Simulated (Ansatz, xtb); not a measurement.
# CH3BF: where a starting geometry ends

The starting geometry of this gas-phase doublet has its atoms placed at random.

```yaml
atoms:
  - { symbol: C, position_ang: [1.1231, 1.2488, 1.3614] }
  - { symbol: B, position_ang: [0.5507, -0.4769, 0.4338] }
  - { symbol: F, position_ang: [0.5184, -1.0205, -1.3555] }
  - { symbol: H, position_ang: [0.1445, 0.9028, 0.6173] }
  - { symbol: H, position_ang: [1.4116, 0.0382, -0.6736] }
  - { symbol: H, position_ang: [-0.7945, -0.4445, 1.2880] }
```

**Question.** Guess where an optimisation with r2SCAN-D4/def2-SVP ends from this start.

**Answer.** It ends as `[CH2]BF`. Distances that change by over a tenth: C1–H4 (1.28 → 1.10 Å), B2–H4 (1.45 → 2.32 Å), B2–H5 (1.49 → 2.32 Å). Contacts that close: C1–B2 (2.04 → 1.54 Å), C1–H5 (2.39 → 1.10 Å), B2–F3 (1.87 → 1.33 Å), B2–H6 (1.59 → 1.21 Å).

The energy falls by 10.69 eV over 16 steps:

| step | E − E(last) (eV) |
| --- | --- |
| 1 | 10.689 |
| 3 | 6.729 |
| 4 | 5.691 |
| 6 | 3.881 |
| 8 | 1.140 |
| 9 | 0.591 |
| 11 | 0.184 |
| 13 | 0.003 |
| 14 | 0.000 |
| 16 | 0.000 |

Final geometry (Å):

```yaml
atoms:
  - { symbol: C, position_ang: [0.8764, 0.7309, 0.3579] }
  - { symbol: B, position_ang: [0.0994, -0.5906, 0.2441] }
  - { symbol: F, position_ang: [0.4847, -1.4927, -0.6606] }
  - { symbol: H, position_ang: [0.6110, 1.5122, 1.0782] }
  - { symbol: H, position_ang: [1.7396, 0.9597, -0.2792] }
  - { symbol: H, position_ang: [-0.8574, -0.8715, 0.9309] }
```

From the same start GFN2-xTB reaches the same bonding as this run.

From so rough a start the end depends on the optimiser's path, so another program may land elsewhere. No frequencies were run, so the end isn't proven a minimum. Open shells are spin-unrestricted. Run with Ansatz 0.2.0, 120 s on 1 thread of Intel(R) Xeon(R) Processor @ 2.50GHz (Skylake/Cascade Lake), on a shared host.
